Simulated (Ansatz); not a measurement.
# MoS2: experiment and calculation

**Experimental background.**

“Pressure coefficients for direct optical transitions in MoS2, MoSe2, WS2, and WSe2 crystals and semiconductor to metal transitions”, 2016, pmc:4877596 quotes, for a bulk crystal of MoS2: lattice constant c 12.32 Å.

“Multiwavelength excitation Raman Scattering Analysis of bulk and 2 dimensional MoS2: Vibrational properties of atomically thin MoS2 layers”, 2015, arxiv:1506.03228 reports, for a bulk crystal of MoS2 at 300 K: band gap 1.3 eV (indirect).

How close the calculation comes is told below.

All numbers below come from Ansatz, DFT PBEsol, scalar-relativistic, plane waves, PAW.

Cutoff 420 eV; k points 12×12×4 on the computed 6-atom cell (Γ-centred); Gaussian smearing, width 0.02 eV; no spin polarisation.

Relaxed structure, symmetry kept:

```yaml
crystal:
  lattice:
    - [3.14142, 0.00000, 0.00000]
    - [-1.57071, 2.72055, 0.00000]
    - [0.00000, 0.00000, 12.57898]
  atoms:
    - { symbol: Mo, position: [0.33333, 0.66667, 0.25000] }
    - { symbol: Mo, position: [0.66667, 0.33333, 0.75000] }
    - { symbol: S, position: [0.33333, 0.66667, 0.62606] }
    - { symbol: S, position: [0.66667, 0.33333, 0.12606] }
    - { symbol: S, position: [0.33333, 0.66667, 0.87394] }
    - { symbol: S, position: [0.66667, 0.33333, 0.37394] }
```

* Space group: P6_3/mmc (No. 194)
* Volume per atom: 120.9 bohr³
* Formation energy from the elements' standard states (uncorrected): -0.972 eV/atom
* Kohn–Sham band gap: 0.97 eV, indirect from Γ to (0.177, 0.177, 0.000)
* Löwdin character of the top 1 eV of the valence band: Mo 4d 61 %, S 3p 35 %
* Löwdin character of the lowest 1 eV of the conduction band: Mo 4d 64 %, S 3p 31 %
* Electron masses at the edge by Cartesian direction of the standard setting (m_e; degenerate bands sorted by energy; no spin-orbit coupling): x: 0.68; y: 0.58; z: 0.55
* Hole masses at the edge by Cartesian direction of the standard setting (m_e; degenerate bands sorted by energy; no spin-orbit coupling): x: 0.84; y: 0.84; z: 0.84
* Bader charges (e): Mo (2 in the cell) 1.19, S (4 in the cell) -0.59

Each cell of MoS2 holds layers, and where no dispersion correction was added their binding is poorly described.

A ferromagnetic start lost its moments in a first run, so spin was left out; other magnetic orders weren't tried.

Against the measured lattice constant c of MoS2, 12.32 Å (quoted in the paper above), the calculated 12.579 Å is off by +2.1 %. The calculation is for 0 K without zero-point motion. Against the measured band gap of MoS2, 1.3 eV (indirect; 300 K; the paper above), the calculated 0.97 eV is off by -0.33 eV. Kohn–Sham gaps of semilocal functionals fall short of measured ones as a rule; spin-orbit coupling, left out here, would usually lower the calculated gap of a compound with heavy elements.

Cost: 8 runs of about 6.3 core-minutes in all, on Arm Neoverse V2 (shared hosts).